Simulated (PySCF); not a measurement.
Isomers of C3H3F. The calculation used PySCF, PBE0-D3(BJ)/def2-SVP geometry optimisation, gas phase. One conformer each; no zero-point energy, no entropy. No frequencies were run at this level. Point groups hold within 0.08 Å.

Question: Rank from lowest to highest electronic energy at this level (kcal/mol).
A. `FC1=CC1`
B. HC≡CCH2F, `C(C#C)F`

Answer: B (0.0), A (11.0).

As drawn, the lower has a C≡C bond, which the higher lacks; the higher has a three-membered ring and a C=C bond outside aromatic rings, which the lower lacks.

| SMILES | E (Eh) | E rel (kcal/mol) | dipole (D) | point group | A, B, C (MHz) |
| --- | --- | --- | --- | --- | --- |
| C#CCF | -215.47691 | 0.0 | 1.70 | Cs | 36604, 4576, 4176 |
| FC1=CC1 | -215.45936 | 11.0 | 0.96 | Cs | 22943, 7007, 5570 |

Question: How do the relative energies change in single points at B3LYP/pcSseg-2 (no added dispersion term) on the same geometries?

Answer: 
| SMILES | PBE0-D3(BJ)/def2-SVP (kcal/mol) | B3LYP/pcSseg-2 (kcal/mol) | shift |
| --- | --- | --- | --- |
| C#CCF | 0.0 | 0.0 | 0.0 |
| FC1=CC1 | 11.0 | 21.1 | +10.1 |

Each column counts from its own lowest isomer. The order is unchanged; the largest shift is 10.1 kcal/mol.

Question: As an exercise, what shares would exp(−E/RT) give at 2000 K from these electronic energies alone (no entropy, no degeneracies)?

Answer: RT = 3.974 kcal/mol: C#CCF 94.1 %, FC1=CC1 5.9 %.
